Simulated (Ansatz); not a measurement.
**H₂LiO, charge +1: a pair, distance and angle**

A grid of calculations on H₂LiO, charge +1, to see where the energy is lowest and how it rises around there.

Computed with Ansatz 0.2.0. Level: RKS PBE0-D4/def2-TZVPD.

## (1) Starting geometry

4 atoms, charge 1, spin multiplicity 1.

Atoms are counted from 1 here; the program's logs count them from 0.

Bond lengths: Li1–O2 1.844 Å, O2–H3 0.976 Å, O2–H4 0.976 Å. Angles: Li1–O2–H3 127.2°, Li1–O2–H4 127.2°, H3–O2–H4 105.6°.

Geometry (Å):

```
Li    0.00153   -0.08468   -1.67622
O    -0.00018    0.00831    0.16563
H     0.16692    0.79645    0.71698
H    -0.16827   -0.72009    0.79351
```

## (5) Setting up the map

The axes are (1) distance O2···Li1: 15 values from 1.536 to 3.536 Å; (2) turn of Li1 about O2: 15 values from −120.0 °.

Nothing else is relaxed (both partners rigid). Energies count from the ion and the molecule far apart, frozen as in the relaxed pair, each in its own basis (no counterpoise correction). Points are written as (first, second).

(The set-up runs are not shown.)

## (6) Grid point (3.536 Å, 34.3°)

input.yaml reads:

```yaml
crystal:
  periodic: [false, false, false]
  atoms:
    - { symbol: Li, position_ang: [0.431846, 1.803706, -2.849971] }
    - { symbol: O, position_ang: [-0.000113, 0.008363, 0.165564] }
    - { symbol: H, position_ang: [0.165071, 0.78777, 0.709604] }
    - { symbol: H, position_ang: [-0.166447, -0.712196, 0.785136] }
total_charge: 1
basis:
  gaussian: { orbitals: def2-TZVPD }
hamiltonian:
  xc: pbe0
  dispersion: d4
output:
  forces: true
```

Launch:

```bash
ansatz run input.yaml --threads 1 --pin off --max-ram 2560MiB --backend cpu --events-out ev --progress --plain --runs-dir out
```

Further runs follow: the other points that were computed.

**Question.** What will these runs give? Wanted: lowest point; largest force on an atom.

**Answer**, as computed:

```
                                            quantity                                                                        value
                                        lowest point                                                    (1.882 Å, 0.0°), −1.51 eV
highest computed point (blank points may lie higher)                                 (2.147 Å, −120.0°), 3.20 eV above the lowest
                     largest force on an atom (eV/Å)  0.3 at (1.882 Å, 0.0°) to 7.2 at (1.667 Å, −85.7°); 0.3 at the lowest point
                             time for the whole task                                                57 s on 1 thread, shared host
```

What this shows: The lowest computed point is at (1.882 Å, 0.0°), −1.51 eV from the ion and the molecule far apart, frozen as in the relaxed pair, each in its own basis (no counterpoise correction). The grid is coarse, so the lowest point of the scanned range may lie between grid points; coordinates that were held can hide deeper minima. The grid shows no other well, apart from its symmetry copies. The highest computed point, (2.147 Å, 120.0°), lies 3.20 eV above the lowest. Round the minimum the two coordinates are nearly uncoupled. No counterpoise correction was made.
